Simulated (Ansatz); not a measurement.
The input, for Ansatz 0.2.0:

```yaml
crystal:
  periodic: [false, false, false]
  atoms:
    - {symbol: N, position_ang: [0.033244, 0.058442, -0.093365]}
    - {symbol: H, position_ang: [0.971431, 0.071466, 0.287047]}
    - {symbol: H, position_ang: [-0.449702, 0.866723, 0.278819]}
    - {symbol: H, position_ang: [-0.983700, -1.750313, 0.731571]}
basis:
  gaussian: {orbitals: 6-31G}
correlation: {method: sc_nevpt2, electrons: outside_noble_gas, active_space: {window: {electrons: 2, orbitals: 2}}}
```

```sh
$ ansatz run in.yaml --threads 1 --pin off --events-out ev --progress --plain --max-ram 2393MiB
```

(1) Roughly how long does this take on 1 thread of Arm Neoverse V2, shared host, and how much host memory?

```
228 factors; integrals over basis functions are off by at most 3.0e-4 eV
mean field evaluation 1: about -1517.4780 eV, gradient 3.5e1 eV
mean field evaluation 2: about -1517.4770 eV, gradient 3.5e1 eV
mean field evaluation 4: about -1521.8613 eV, gradient 4.3e0 eV
mean field evaluation 8: about -1521.9448 eV, gradient 6.7e-4 eV
mean field -1521.94480368 eV, -55.9304399240 hartree, gradient 4.5e-6 eV, S^2 0.000000; 0 other end points of the search recorded, 0 dependent functions left out; unrestricted orbitals would lower it
reference -1521.94480368 eV, -55.9304399240 hartree; 5, 5 occupied and 10, 10 virtual orbitals, 228 factors
state -1524.92965380 eV, -56.0401311426 hartree
state -1524.92965380 eV, -56.0401311426 hartree; corrected -1527.36829995 eV, -56.1297497359 hartree
Total energy: -1527.36829995 eV, -56.1297497359 hartree
```

Natural occupations: 1.4779 0.5221.

For the same geometry and basis full CI lies 418.4 meV lower.

Results:

(1) 0.09 s wall and 0.16 GiB.
